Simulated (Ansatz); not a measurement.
# CHBO (SMILES B=C=O): Born-Oppenheimer dynamics

Aim: follow the atoms for 60 steps of 0.5 fs with a Langevin thermostat, with velocities drawn for 1500 K.

Method: r2SCAN-D4/cc-pVDZ; program: Ansatz 0.2.0, Gaussian basis.

## 1. Where the work starts

4 atoms, charge 0, spin multiplicity 1.

Atoms are counted from 1 here; the program's logs count them from 0.

Bond lengths: B1–C2 1.387 Å, B1–H4 1.140 Å, C2–O3 1.184 Å. Angles: C2–B1–H4 179.7°, B1–C2–O3 179.9°.

Coordinates:

```xyz
4
charge 0, multiplicity 1
B    -0.33141    0.46320   -0.41486
C     0.32317   -0.44811    0.40091
O     0.88221   -1.22404    1.09948
H    -0.87397    1.20894   -1.08553
```

## 2. The run

File md/in.yaml:

```yaml
crystal:
  periodic: [false, false, false]
  atoms:
    - {symbol: B, position_ang: [-0.331410, 0.463200, -0.414860]}
    - {symbol: C, position_ang: [0.323170, -0.448110, 0.400910]}
    - {symbol: O, position_ang: [0.882210, -1.224040, 1.099480]}
    - {symbol: H, position_ang: [-0.873970, 1.208940, -1.085530]}
basis:
  gaussian: {orbitals: cc-pVDZ}
hamiltonian: {xc: r2scan, dispersion: d4}
md: {n_steps: 60, timestep: 0.5, temperature: 1500, ensemble: nvt_langevin, seed: 490, friction: 0.05, initial_velocities: maxwell_boltzmann}
```

On the command line:

```
$ ansatz run in.yaml --threads 2 --pin off --events-out ev --progress --plain --max-ram 3481MiB
```

Q: Predict the outcome of this session. Wanted: temperature at the start; mean temperature, second half; lowest and highest potential energy, from the first frame; largest change of potential + kinetic.

The runs gave:

| quantity | value |
| --- | --- |
| length | 60 steps, 30.0 fs |
| temperature at the start | 1125 K |
| mean temperature, second half | 1070 K |
| lowest and highest potential energy, from the first frame | 0 and 305 meV |
| largest change of potential + kinetic | 450.7 meV |

In words: The thermostat trades energy with the molecule, so the sum of potential and kinetic energy isn't conserved: it changes by +230 meV over the run. The mean temperature of the second half is still well below the 1500 K set. The instant temperature ranges from 569 to 1582 K, as energy passes between motion and strain. No bond breaks or forms, judged by distance. Under Langevin the temperature counts 3N degrees of freedom, more than the drawn velocities fill, so it starts at 1125 K, not 1500 K.
